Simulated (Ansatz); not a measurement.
# SiN2H5 (SMILES N[SiH]N): U-r2SCAN0/def2-SVPD

Aim: the vertical electron affinity of SiN2H5 at U-r2SCAN0/def2-SVPD, from 2 runs. 

The calculation is run with Ansatz 0.2.0.

50 further runs of the same task are left out: 50 set aside as unsound or not needed.

**1. The structure to begin with**

The species is SiN2H5 (8 atoms), meant as a doublet with charge 0. SMILES: `N[SiH]N`. Geometry: relaxed at PBE0-D4/def2-TZVP. This is one conformer, not always the lowest.

Bond lengths: N1–Si2 1.713 Å, Si2–N3 1.720 Å, N1–H4 1.008 Å, N1–H5 1.005 Å, Si2–H6 1.504 Å, N3–H7 1.008 Å, N3–H8 1.008 Å. Angles: N1–Si2–N3 106.1°, N1–Si2–H6 117.2°, N3–Si2–H6 103.6°, Si2–N1–H4 122.2°, Si2–N1–H5 121.8°, Si2–N3–H7 120.2°, Si2–N3–H8 119.6°, H4–N1–H5 112.8°, H7–N3–H8 111.5°.

**2. A single-point energy at U-r2SCAN0/def2-SVPD**

File input.yaml:

```yaml
crystal:
  periodic: [false, false, false]
  atoms:
    - {symbol: "N", position_ang: [-1.027000, 0.622100, -0.768300]}
    - {symbol: Si, position_ang: [0.527700, 0.579900, -0.050700]}
    - {symbol: N, position_ang: [0.789500, -1.052600, 0.425100]}
    - {symbol: H, position_ang: [-1.817900, 0.144500, -0.364600]}
    - {symbol: H, position_ang: [-1.296600, 1.349400, -1.406800]}
    - {symbol: H, position_ang: [0.716400, 1.354100, 1.225100]}
    - {symbol: H, position_ang: [0.730800, -1.794000, -0.255200]}
    - {symbol: H, position_ang: [1.468900, -1.260500, 1.139500]}
basis:
  gaussian: {orbitals: def2-SVPD}
magnetization: {spin_polarized: true, initial_magnetization: 1}
hamiltonian: {xc: {name: r2SCAN0}}
accuracy: high
output: {orbitals: {seedname: orbitals}}
```

Launch:

```sh
$ ansatz run input.yaml --threads 1 --pin off --max-ram 3480MiB --events-out events.jsonl --progress --plain --runs-dir runs
```

Log:

```text
Warning: RAYON_NUM_THREADS=1 ignored (pool sized by the plan → 1); use --threads N
Functional definition: r2SCAN0
  name "r2SCAN0"
  parameter a = 0.25
  parameter k0 = 0.174
  parameter k1 = 0.065
  parameter a1 = 4.9479
  exchange = (1 - a)*r2scan_x(k0 = k0, k1 = k1, a1 = a1) + a*exact_x
  correlation = r2scan_c
2133 factors; integrals over basis functions are off by at most 3.5e-9 eV
mean field evaluation 1: about -10923.5995 eV, gradient 4.5e1 eV
mean field evaluation 2: about -10914.7550 eV, gradient 6.1e1 eV
mean field evaluation 4: about -10931.7614 eV, gradient 2.0e0 eV
mean field evaluation 8: about -10931.8851 eV, gradient 9.7e-2 eV
mean field evaluation 16: about -10931.8852 eV, gradient 7.1e-5 eV
mean field -10931.88523136 eV, -401.7393723545 hartree, gradient 5.4e-8 eV, S^2 0.753507; 0 other end points of the search recorded, 0 dependent functions left out
reference -10931.88523384 eV, -401.7393724458 hartree; 17, 16 occupied and 87, 88 virtual orbitals, 2133 factors
Total energy: -10931.88523384 eV, -401.7393724458 hartree
```

Wall time 20 s (1 thread of Arm Neoverse V2, shared host); peak memory 0.57 GiB.

**3. The singlet anion at the same level**

File molecule.yaml:

```yaml
crystal:
  periodic: [false, false, false]
  atoms:
    - {symbol: "N", position_ang: [-1.027000, 0.622100, -0.768300]}
    - {symbol: Si, position_ang: [0.527700, 0.579900, -0.050700]}
    - {symbol: "N", position_ang: [0.789500, -1.052600, 0.425100]}
    - {symbol: H, position_ang: [-1.817900, 0.144500, -0.364600]}
    - {symbol: H, position_ang: [-1.296600, 1.349400, -1.406800]}
    - {symbol: H, position_ang: [0.716400, 1.354100, 1.225100]}
    - {symbol: H, position_ang: [0.730800, -1.794000, -0.255200]}
    - {symbol: H, position_ang: [1.468900, -1.260500, 1.139500]}
basis:
  gaussian:
    orbitals: def2-SVPD
total_charge: -1
output: {orbitals: {seedname: orbitals}}
accuracy: high
hamiltonian:
  xc: {name: r2SCAN0}
```

Launch:

```sh
$ ansatz run molecule.yaml --threads 1 --pin off --max-ram 3480MiB --events-out events.jsonl --progress --plain --runs-dir runs
```

Log (excerpt; [...] marks lines left out):

```text
Warning: RAYON_NUM_THREADS=1 ignored (pool sized by the plan → 1); use --threads N
[... 8 set-up lines as earlier in the session ...]
2134 factors; integrals over basis functions are off by at most 3.6e-9 eV
mean field evaluation 1: about -10928.9525 eV, gradient 3.3e1 eV
mean field evaluation 2: about -10927.6560 eV, gradient 4.2e1 eV
mean field evaluation 4: about -10931.3303 eV, gradient 7.0e-1 eV
mean field evaluation 8: about -10931.4421 eV, gradient 1.5e-1 eV
mean field evaluation 16: about -10931.4421 eV, gradient 2.3e-4 eV
mean field -10931.44212655 eV, -401.7230885533 hartree, gradient 9.2e-8 eV, S^2 0.000000; 0 other end points of the search recorded, 0 dependent functions left out
reference -10931.44212734 eV, -401.7230885822 hartree; 17, 17 occupied and 87, 87 virtual orbitals, 2134 factors
Total energy: -10931.44212734 eV, -401.7230885822 hartree
```

Run time: 14 s. Hardware: 1 thread of Arm Neoverse V2, shared host; peak memory 0.38 GiB.

**4. Summary of results**

Level: U-r2SCAN0/def2-SVPD.

| quantity | value |
| --- | --- |
| doublet SiN2H5: total energy | -401.73937 Eh |
| doublet SiN2H5: HOMO energy (highest over α and β) | -5.28 eV |
| doublet SiN2H5: LUMO energy (lowest over α and β) | -1.08 eV |
| doublet SiN2H5: ⟨S²⟩ | 0.754 |
| singlet anion: total energy | -401.72309 Eh |
| singlet anion: HOMO energy | 2.02 eV |
| singlet anion: LUMO energy | 5.20 eV |
| singlet anion: HOMO–LUMO gap (to an unbound level, set by the basis) | 3.18 eV |
| vertical electron affinity (to the singlet anion) | -0.443 eV |

What this shows: The anion lies 0.44 eV (42.8 kJ/mol) above the neutral: the electron isn't bound at this level, and such a value depends on the basis. The HOMO (singlet anion) lies at positive energy, 2.02 eV; only total energies tell whether the electron is bound.
